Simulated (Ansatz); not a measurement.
Basis-set extrapolation for C₃H₆F₂O (`CC(F)OCF`) (PBE0-D4/def2-TZVP geometry, frozen core, Ansatz 0.2.0). Multiplicity 1, RHF reference.

|  | def2-TZVPP | def2-QZVPP |
| --- | --- | --- |
| HF | -391.005909 | -391.023425 |
| MP2 correlation | -1.242625 | -1.343469 |
| CCSD(T) correlation | -1.318670 | not run |

Energies in hartree. Use E(X) = E(∞) + A·exp(−7.88·√X) for Hartree–Fock and E(X) = E(∞) + B·X^(−2.97) for correlation, with X = 3 and 4, and add CCSD(T) minus MP2 of the smaller set to the MP2 limit.

Q: What is the CCSD(T) energy at the basis-set limit?

A: HF limit: -391.023425 + (-0.017516) × 0.13774 = -391.02584. MP2 limit: -1.343469 + (-0.100844) × 0.74074 = -1.41817. Higher-order term: -1.318670 − (-1.242625) = -0.07604. Total: -392.52005 hartree, 513.2 kJ/mol below CCSD(T)/def2-TZVPP.
